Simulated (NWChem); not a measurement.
System: nitrogen (N$_{2}$); SMILES N#N

Output (shortened):

```
             Northwest Computational Chemistry Package (NWChem) 7.3.0
             --------------------------------------------------------

                             Geometry "geometry" -> ""
                             -------------------------

 Output coordinates in angstroms (scale by  1.889725989 to convert to a.u.)

  No.       Tag          Charge          X              Y              Z
 ---- ---------------- ---------- -------------- -------------- --------------
    1 N                    7.0000     0.00000000     0.00000000     0.54473800
    2 N                    7.0000     0.00000000     0.00000000    -0.54473800

 Effective nuclear repulsion energy (a.u.)      23.8001435562

  xc_inp: hfexch multiplicative factor not found.
                              NWChem Property Module
                              ----------------------

                                 NWChem DFT Module
                                 -----------------

 Summary of "ao basis" -> "ao basis" (spherical)
 ------------------------------------------------------------------------------
       Tag                 Description            Shells   Functions and Types
 ---------------- ------------------------------  ------  ---------------------
 N                          6-31+g*                  8       18   4s3p1d

            General Information
            -------------------
          SCF calculation type: DFT
          Wavefunction type:  closed shell.
          No. of atoms     :     2
          No. of electrons :    14
           Alpha electrons :     7
            Beta electrons :     7
          Charge           :     0
          Spin multiplicity:     1
          Use of symmetry is: off; symmetry adaption is: off
          Maximum number of iterations: 150
          AO basis - number of functions:    36
                     number of shells:    16
          Convergence on energy requested:  1.00D-06
          Convergence on density requested:  1.00D-05
          Convergence on gradient requested:  5.00D-04

              XC Information
              --------------
                     Hartree-Fock (Exact) Exchange  1.000

      Superposition of Atomic Density Guess
      -------------------------------------

 Sum of atomic energies:        -108.59128415

      Non-variational initial energy
      ------------------------------

 Total energy =    -109.121309
 1-e energy   =    -194.030998
 2-e energy   =      61.109545
 HOMO         =      -0.434663
 LUMO         =       0.014341

   convergence    iter        energy       DeltaE   RMS-Dens  Diis-err
 ---------------- ----- ----------------- --------- --------- ---------
 d= 0,ls=0.0,diis     1   -108.9344693290 -1.33D+02  6.95D-03  8.36D-02
 d= 0,ls=0.0,diis     2   -108.9454105138 -1.09D-02  1.47D-03  5.11D-03
 d= 0,ls=0.0,diis     3   -108.9460954288 -6.85D-04  1.06D-03  3.08D-04
 d= 0,ls=0.0,diis     4   -108.9461504602 -5.50D-05  2.02D-04  1.80D-06
 d= 0,ls=0.0,diis     5   -108.9461507735 -3.13D-07  2.67D-05  4.33D-08
 d= 0,ls=0.0,diis     6   -108.9461507845 -1.10D-08  2.75D-06  1.40D-09

         Total DFT energy =     -108.946150784505
      One electron energy =     -194.414368083411
           Coulomb energy =       74.762611953736
    Exchange-Corr. energy =      -13.094538210985
 Nuclear repulsion energy =       23.800143556155

 Numeric. integr. density =        0.000000000000

                       DFT Final Molecular Orbital Analysis
                       ------------------------------------

 Vector    5  Occ=2.000000D+00  E=-6.354929D-01
              MO Center=  3.1D-15, -1.9D-14, -3.4D-13, r^2= 1.3D+00
   Bfn.  Coefficient  Atom+Function         Bfn.  Coefficient  Atom+Function
  ----- ------------  ---------------      ----- ------------  ---------------
     5      0.458133  1 N  pz                23     -0.458133  2 N  pz
     6      0.281000  1 N  s                 24      0.281000  2 N  s
     9      0.191758  1 N  pz                27     -0.191758  2 N  pz
     2      0.113723  1 N  s                 20      0.113723  2 N  s
     1     -0.051881  1 N  s                 19     -0.051881  2 N  s

 Vector    6  Occ=2.000000D+00  E=-6.204726D-01
              MO Center= -1.0D-15, -8.7D-15,  2.6D-14, r^2= 9.1D-01
   Bfn.  Coefficient  Atom+Function         Bfn.  Coefficient  Atom+Function
  ----- ------------  ---------------      ----- ------------  ---------------
     4      0.349333  1 N  py                22      0.349333  2 N  py
     3     -0.259963  1 N  px                21     -0.259963  2 N  px
     8      0.194214  1 N  py                26      0.194214  2 N  py
     7     -0.144529  1 N  px                25     -0.144529  2 N  px
    15     -0.038463  1 N  d -1              33      0.038463  2 N  d -1

 Vector    7  Occ=2.000000D+00  E=-6.204726D-01
              MO Center=  6.2D-15,  4.2D-15,  3.2D-14, r^2= 9.1D-01
   Bfn.  Coefficient  Atom+Function         Bfn.  Coefficient  Atom+Function
  ----- ------------  ---------------      ----- ------------  ---------------
     3      0.349333  1 N  px                21      0.349333  2 N  px
     4      0.259963  1 N  py                22      0.259963  2 N  py
     7      0.194214  1 N  px                25      0.194214  2 N  px
     8      0.144529  1 N  py                26      0.144529  2 N  py
    17      0.038463  1 N  d  1              35     -0.038463  2 N  d  1

 Vector    8  Occ=0.000000D+00  E= 1.310609D-01
              MO Center= -4.6D-15, -4.2D-15, -1.0D-13, r^2= 4.0D+00
   Bfn.  Coefficient  Atom+Function         Bfn.  Coefficient  Atom+Function
  ----- ------------  ---------------      ----- ------------  ---------------
    11      0.921570  1 N  px                29     -0.921570  2 N  px
    12      0.753286  1 N  py                30     -0.753286  2 N  py
     3      0.258795  1 N  px                21     -0.258795  2 N  px
     7      0.243100  1 N  px                25     -0.243100  2 N  px
     4      0.211538  1 N  py                22     -0.211538  2 N  py

 Vector    9  Occ=0.000000D+00  E= 1.310609D-01
              MO Center= -1.8D-14,  2.2D-14, -6.4D-14, r^2= 4.0D+00
   Bfn.  Coefficient  Atom+Function         Bfn.  Coefficient  Atom+Function
  ----- ------------  ---------------      ----- ------------  ---------------
    12      0.921570  1 N  py                30     -0.921570  2 N  py
    11     -0.753286  1 N  px                29      0.753286  2 N  px
     4      0.258795  1 N  py                22     -0.258795  2 N  py
     8      0.243100  1 N  py                26     -0.243100  2 N  py
     3     -0.211538  1 N  px                21      0.211538  2 N  px

 Vector   10  Occ=0.000000D+00  E= 1.429715D-01
              MO Center=  2.3D-14, -4.1D-14,  1.5D-10, r^2= 1.0D+01
   Bfn.  Coefficient  Atom+Function         Bfn.  Coefficient  Atom+Function
  ----- ------------  ---------------      ----- ------------  ---------------
    10     16.325468  1 N  s                 28    -16.325468  2 N  s
    13     -5.088973  1 N  pz                31     -5.088973  2 N  pz
     9      0.390433  1 N  pz                27      0.390433  2 N  pz
     6     -0.375568  1 N  s                 24      0.375568  2 N  s
     2      0.090968  1 N  s                 20     -0.090968  2 N  s

     Multipole analysis of the density
     ---------------------------------

     L   x y z        total         alpha         beta         nuclear
     -   - - -        -----         -----         ----         -------
     0   0 0 0     -0.000000     -7.000000     -7.000000     14.000000

     1   1 0 0      0.000000      0.000000      0.000000      0.000000
     1   0 1 0      0.000000      0.000000      0.000000      0.000000
     1   0 0 1     -0.000000     -0.000000     -0.000000      0.000000

     2   2 0 0     -7.723591     -3.861795     -3.861795      0.000000
     2   1 1 0     -0.000000     -0.000000     -0.000000      0.000000
     2   1 0 1      0.000000      0.000000      0.000000      0.000000
     2   0 2 0     -7.723591     -3.861795     -3.861795      0.000000
     2   0 1 1     -0.000000     -0.000000     -0.000000      0.000000
     2   0 0 2     -8.810023    -11.822742    -11.822742     14.835461

 *** CALLING NEW AORESP DRIVER FOR CLOSED AND OPEN SHELLS ***
 Entering AOResponse driver routine

--------------------------------------------------------------------------------

          -----------------------------------------------
          Solving response equations for perturbing field
          -----------------------------------------------

 number of frequencies:     1
 frequency in a.u.:  0.0000000E+00
 Perturbing field: electric
 Using El. Dipole Length Gauge

 Setting up CPKS with frequency omega =      0.00000000 a.u.

 STATIC response

                                NWChem CPHF Module
                                ------------------

  scftype          =     RHF
  nclosed          =        7
  nopen            =        0
  variables        =      203
  # of vectors     =        3
  tolerance        = 0.10D-03
  level shift      = 0.00D+00
  max iterations   =       50
  max subspace     =       30

 SCF residual:    4.9706896341488847E-006

Iterative solution of linear equations
  No. of variables      203
  No. of equations        3
  Maximum subspace       30
        Iterations       50
       Convergence  1.0D-04

   iter   nsub   residual    time
   ----  ------  --------  ---------
     1      3    3.11D+00       0.6
     2      6    1.08D+00       0.7
     3      9    1.06D-01       0.8
     4     12    1.22D-02       0.8
     5     15    1.50D-03       0.9
     6     18    1.85D-04       1.0
     7     21    1.78D-05       1.1

 Electric Dipole Response Matrix (nonzero elements):

              1        2        3
    1    7.2278   0.0000  -0.0000
    2    0.0000   7.2278   0.0000
    3    0.0000   0.0000  14.9454

 ------------------------------------------
 average:         9.80037 + I       0.00000

 DFT Linear Response polarizability / au
 Frequency  =       0.0000000 / au
              X              Y              Z
 -----------------------------------------------
 X       7.2278449      0.0000000     -0.0000000
 Y       0.0000000      7.2278449      0.0000000
 Z       0.0000000      0.0000000     14.9454306
 -----------------------------------------------
 Eigenvalues =       7.2278449      7.2278449     14.9454306
 Isotropic   =       9.8003735
 Anisotropic =       7.7175857
 -----------------------------------------------

 Magnetic Dipole Response Matrix (nonzero elements):

 Exiting AOResponse driver routine
```

Level: Hartree-Fock/6-31+G* (spherical d). Structure relaxed at the PBE0-D3(BJ)/def2-TZVP level.

Question: Write an input that gives this output.

Answer: This is not unique; one that fits is the input that was run:
```
start job
memory heap 200 mb stack 900 mb global 1100 mb
geometry units angstroms noautosym nocenter noautoz
  N      0.000000     0.000000     0.544738
  N      0.000000     0.000000    -0.544738
end
basis spherical
  N library 6-31+g*
end
dft
  xc hfexch
  iterations 150
end
property
  response 1 0.0
end
task dft property
```
